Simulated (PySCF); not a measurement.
Compound: N-methylhydroxylamine, CH5NO.
Cartesian coordinates in Å at the PBE0-D3(BJ)/def2-SVP level; atoms count from 1:
```
atom  x, y, z in Å
C1    -0.8326   -0.1192    0.0024
N2     0.4534    0.5060    0.2020
O3     1.4546   -0.3719   -0.2635
H4    -0.9430   -0.9689    0.6934
H5    -1.6156    0.6171    0.2413
H6    -0.9924   -0.4922   -1.0279
H7     0.5206    1.3173   -0.4134
H8     2.0082   -0.5081    0.5131
```

Theory: core-valence-separated Tamm–Dancoff BHandHLYP/aug-pcX-1 (pcseg-1 on H) in PySCF, non-relativistic, gas phase, PBE0-D3(BJ)/def2-SVP geometry. BHandHLYP without relativity tends to put these K edges a few eV too low, so spacings mean more than positions.

The lowest roots of each edge with f over 0.003 (five at most, numbered afresh; weaker and dark ones are left out), with transition dipoles (au) in the frame of the coordinates:

| root | edge | E (eV) | f | μx | μy | μz |
| --- | --- | --- | --- | --- | --- | --- |
| 1 | C | 286.08 | 0.0164 | -0.0481 | -0.0032 | -0.0048 |
| 2 | C | 286.74 | 0.0185 | -0.0201 | 0.0466 | -0.0076 |
| 3 | C | 286.92 | 0.0323 | -0.0126 | 0.0030 | 0.0665 |
| 4 | C | 287.01 | 0.0158 | -0.0010 | 0.0469 | 0.0067 |
| 5 | C | 287.64 | 0.0046 | 0.0143 | 0.0195 | -0.0077 |
| 6 | N | 400.07 | 0.0669 | 0.0562 | -0.0585 | -0.0160 |
| 7 | N | 400.99 | 0.0173 | 0.0194 | 0.0236 | -0.0287 |
| 8 | N | 402.42 | 0.0100 | -0.0149 | 0.0188 | -0.0211 |
| 9 | N | 402.62 | 0.0105 | 0.0247 | 0.0205 | 0.0061 |
| 10 | N | 403.23 | 0.0045 | 0.0120 | -0.0075 | -0.0161 |
| 11 | O | 532.68 | 0.0349 | 0.0232 | -0.0312 | -0.0341 |
| 12 | O | 533.00 | 0.0448 | 0.0480 | -0.0306 | 0.0139 |
| 13 | O | 534.99 | 0.0067 | 0.0121 | -0.0094 | 0.0166 |
| 14 | O | 535.41 | 0.0055 | -0.0099 | -0.0164 | -0.0073 |
| 15 | O | 535.76 | 0.0062 | -0.0125 | 0.0024 | 0.0176 |

Problem. Molecules are fixed in this frame and the field points along y. What effective strengths 3 f cos²θ do the roots have (θ between field and μ)?

Solution. root 1 (C1): 0.000, root 2 (C1): 0.046, root 3 (C1): 0.000, root 4 (C1): 0.047, root 5 (C1): 0.008, root 6 (N2): 0.100, root 7 (N2): 0.016, root 8 (N2): 0.010, root 9 (N2): 0.012, root 10 (N2): 0.002, root 11 (O3): 0.038, root 12 (O3): 0.037, root 13 (O3): 0.003, root 14 (O3): 0.011, root 15 (O3): 0.000. Root 6 is the strongest. Averaged over all orientations cos²θ is 1/3, which gives f back.

One conformer stands for the species.
